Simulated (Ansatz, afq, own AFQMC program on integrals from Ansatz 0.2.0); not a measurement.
AlBH, doublet in 6-31G, levels against full CI

| atom | x (Å) | y (Å) | z (Å) |
| --- | --- | --- | --- |
| B | 0.0000 | -0.0920 | 0.3143 |
| Al | 0.0000 | -0.0334 | -1.8050 |
| H | 0.0000 | 0.1253 | 1.4907 |

Connectivity, by distances: BH–Al.

Basis 6-31G. Noble-gas cores (and the filled d shells of Ga–Kr and In–Xe) are frozen. Ansatz 0.2.0 and our own AFQMC program on the same integrals; the CISD trial comes from CCSD amplitudes, and released means the phaseless constraint is let go. Uncertainties: one standard error, sampling alone.

Determinant: UHF, the one that the program's search chose, which needn't be the lowest solution. The geometry is a PBE0/def2-TZVP stationary point of this or a neighbouring charge and spin state.

Full CI on the same integrals is exact in this basis and with this determinant's frozen core.

Cautions: an unrestricted solution with more broken spin lies lower (105 meV, ⟨S²⟩ 1.20); the ph-AFQMC/CISD walk drifts between its halves (2.4 errors); the next higher spin lies close (full CI puts it 82 meV above).

* T1 diagnostic: 0.0307
* weight of the determinant in the CISD state: 0.889
* ⟨S²⟩ of the determinant: 0.762
* size of the correlated space: 7 electrons in 18 orbitals

```json
{"level": "MP2", "correlation energy (eV)": "-1.6408"}
{"level": "CCSD", "correlation energy (eV)": "-2.3943"}
{"level": "CCSD(T)", "correlation energy (eV)": "-2.4458"}
```

Question: Estimate where full CI lies against CCSD(T) on the same integrals.

Answer: 1.14 mEh below CCSD(T).

Reference: full CI, correlation energy -2.477 eV. The released energy is read at 2.40 1/Eh (meV from the phaseless value at times in 1/Eh: -2 ± 3 at 0.24, -6 ± 3 at 0.51, -7 ± 4 at 0.99, -7 ± 4 at 1.62, -12 ± 5 at 2.40).

```json
{"level": "CCSD(T)", "E − E(reference) (mEh)": "1.14", "share of correlation (%)": "98.75"}
{"level": "CCSDT", "E − E(reference) (mEh)": "0.19", "share of correlation (%)": "99.79"}
{"level": "CCSDT(Q)", "E − E(reference) (mEh)": "0.05", "share of correlation (%)": "99.94"}
{"level": "CCSDTQ", "E − E(reference) (mEh)": "0.01", "share of correlation (%)": "99.99"}
{"level": "ph-AFQMC/HF", "E − E(reference) (mEh)": "0.90 ± 0.89", "share of correlation (%)": "99.01"}
{"level": "ph-AFQMC/CISD", "E − E(reference) (mEh)": "0.40 ± 0.12", "share of correlation (%)": "99.56"}
{"level": "released AFQMC", "E − E(reference) (mEh)": "-0.03 ± 0.19", "share of correlation (%)": "100.03"}
```

CCSDT and higher add their correlation energy to the determinant of the CCSD(T) run, since their own runs factorise the integrals more tightly (a shift of under 2 meV). A walk keeps the symmetry of its determinant, which the program's search chose and which needn't be the lowest solution, so a lower state of the same spin and another symmetry isn't excluded. Released energies are given only where the last usable release times agree within the noise; a slower fall can still hide under it.
